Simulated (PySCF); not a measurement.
# M06-2X/STO-3G run of BF (SMILES [B]F)

Aim: the vertical singlet–triplet gap of BF at M06-2X/STO-3G, from 2 runs. Input form: a Python script.

Program for the calculation: PySCF 2.14.0.

33 further runs of the same task are left out: 6 that didn't finish, 27 set aside as unsound or not needed.

### Step 1. The system as given

The species is BF (2 atoms), meant as a singlet with charge 0. As SMILES, `[B]F`. The coordinates come from a PBE0-D4/def2-TZVP relaxation.

Bond lengths: B1–F2 1.263 Å.

### Step 2. The energy at M06-2X/STO-3G

The input, calc.py:

```python
from pyscf import gto, dft

system = gto.Mole()
system.atom = [
    ('B', (0.000000, -0.000000, -0.009350)),
    ('F', (-0.000000, 0.000000, 1.253740)),
]
system.basis = 'sto-3g'
system.verbose = 3
system.spin = 0
system.max_memory = 1860
system.build()

myscf = dft.RKS(system, xc='m06-2x')
myscf.grids.level = 5
myscf.conv_tol = 1e-10
myscf.kernel()
if not myscf.converged:
    myscf = myscf.newton().run(myscf.mo_coeff, myscf.mo_occ)

e_final = myscf.e_tot
print('E = %.10f Eh' % e_final)
```

Run with:

```
$ OMP_NUM_THREADS=1 python calc.py
```

Log:

```text
converged SCF energy = -122.878053690941
E = -122.8780536909 Eh
```

Run time: 1.6 s. Hardware: 1 thread of Intel Xeon Platinum 8375C at 2.90GHz (Ice Lake), shared host; peak memory 0.15 GiB.

### Step 3. The triplet at the same level

The input, calc.py:

```python
from pyscf import gto, dft

mol = gto.M(
    atom='B 0.000000 -0.000000 -0.009350; F -0.000000 0.000000 1.253740',
    verbose=3,
    spin=2,
    basis='sto-3g',
    max_memory=1860,
)

mf = dft.UKS(mol)
mf.xc = 'm06-2x'
mf.grids.level = 5
mf.conv_tol = 1e-10
mf.kernel()
if not mf.converged:
    mf = mf.newton().run(mf.mo_coeff, mf.mo_occ)

e_final = mf.e_tot
print('E = %.10f Eh' % e_final)
```

Run with:

```
$ OMP_NUM_THREADS=1 python calc.py
```

Log:

```text
WARN: HOMO 0.0975299127178255 >= LUMO -0.216389017313926

WARN: HOMO -0.0462351195829803 >= LUMO -0.138892013049101

WARN: HOMO -0.0478871190874843 >= LUMO -0.0703862666604557

WARN: HOMO -0.0467886560614447 >= LUMO -0.0819658866744643

WARN: HOMO -0.0473628372025333 >= LUMO -0.115171860200041

WARN: HOMO -0.047377292750216 >= LUMO -0.114180745747104

WARN: HOMO -0.0473658427048635 >= LUMO -0.112246096408949

WARN: HOMO -0.0473633812880654 >= LUMO -0.112961857314608

WARN: HOMO -0.0473634298607102 >= LUMO -0.112953692361974

WARN: HOMO -0.0473635847664163 >= LUMO -0.112966023805277

WARN: HOMO -0.0473635907908805 >= LUMO -0.112960256175347

WARN: HOMO -0.0473781470173406 >= LUMO -0.112979276376846

WARN: HOMO -0.0478448596153608 >= LUMO -0.11296110487932

WARN: HOMO -0.047754731730997 >= LUMO -0.112966730850403

WARN: HOMO -0.0481513177187464 >= LUMO -0.112963654250975

WARN: HOMO -0.0475633843784696 >= LUMO -0.112963805788266

WARN: HOMO -0.0473830976122385 >= LUMO -0.11296378007685

WARN: HOMO -0.0473589769903521 >= LUMO -0.112963985553563

WARN: HOMO -0.0473697451960602 >= LUMO -0.112963974895317

converged SCF energy = -122.749296106326  <S^2> = 2.0058619  2S+1 = 3.0039054
E = -122.7492961063 Eh
```

Run time: 4.2 s. Hardware: 1 thread of Intel Xeon Platinum 8375C at 2.90GHz (Ice Lake), shared host; peak memory 0.16 GiB.

### Step 4. Summary of results

Level: M06-2X/STO-3G.

| quantity | value |
| --- | --- |
| singlet: total energy | -122.87805 Eh |
| singlet: dipole moment | 1.41 D |
| singlet: HOMO energy | -5.15 eV |
| singlet: LUMO energy | 5.12 eV |
| singlet: HOMO–LUMO gap | 10.27 eV |
| triplet: total energy | -122.74930 Eh |
| triplet: dipole moment | 0.26 D |
| triplet: HOMO energy (highest over α and β) | -1.29 eV |
| triplet: ⟨S²⟩ | 2.006 |
| vertical energy of the triplet above the singlet | 3.504 eV |

In words: At this shape the triplet lies 3.50 eV (81 kcal/mol) above the singlet. In a minimal basis such a difference can be off by several eV, whatever the method.
